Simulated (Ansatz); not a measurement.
The input, for Ansatz 0.2.0:

```yaml
crystal:
  periodic: [false, false, false]
  atoms:
    - {symbol: H, position_ang: [0.000000, 0.000000, -1.172333]}
    - {symbol: H, position_ang: [0.000000, 0.000000, -0.246333]}
    - {symbol: Br, position_ang: [0.000000, 0.000000, 1.418667]}
basis:
  gaussian: {orbitals: 6-31G}
magnetization: {spin_polarized: false, initial_magnetization: 1}
correlation: {method: fci, electrons: outside_noble_gas}
```

```sh
$ ansatz run in.yaml --threads 1 --pin off --events-out ev --progress --plain --max-ram 2393MiB
```

Output:

```
495 factors; integrals over basis functions are off by at most 6.7e-8 eV
mean field evaluation 1: about -70017.5293 eV, gradient 8.5e0 eV
mean field evaluation 2: about -70017.5314 eV, gradient 8.5e0 eV
mean field evaluation 4: about -70018.0047 eV, gradient 1.2e0 eV
mean field evaluation 8: about -70018.0268 eV, gradient 1.1e-1 eV
mean field evaluation 16: about -70016.6180 eV, gradient 8.8e0 eV
mean field evaluation 32: about -70017.9218 eV, gradient 1.1e0 eV
mean field -70018.02744320 eV, -2573.1150486139 hartree, gradient 2.6e-6 eV, S^2 0.750000; 7 other end points of the search recorded, 0 dependent functions left out
mean field evaluation 64: about -70018.2853 eV, gradient 1.8e-1 eV
determinant -70018.02744320 eV, -2573.1150486139 hartree, with singles and doubles -70019.93995906 eV, -2573.1853322754 hartree
determinant -70016.95366091 eV, -2573.0755878426 hartree, with singles and doubles -70018.53775041 eV, -2573.1338020581 hartree
14 core orbitals not correlated: weight in the atoms' cores, before any rotation towards them, 1.000 or more for the frozen orbitals, at most 0.000 for the correlated occupied ones
reference -70018.02744320 eV, -2573.1150486139 hartree; 5, 4 occupied and 14, 15 virtual orbitals, 495 factors
state -70019.98071400 eV, -2573.1868299918 hartree
Total energy: -70019.98071400 eV, -2573.1868299918 hartree
```

Natural occupations: 1.9914 1.9889 1.9889 1.9559 0.9998 0.0390 0.0099 0.0099 0.0066 0.0038 0.0031 0.0011 0.0003 0.0003 0.0003 0.0003 0.0002 0.0001 0.0000.

Ran on 1 thread of Arm Neoverse V1, shared host: 96 s wall, 1.1 GiB peak host memory.
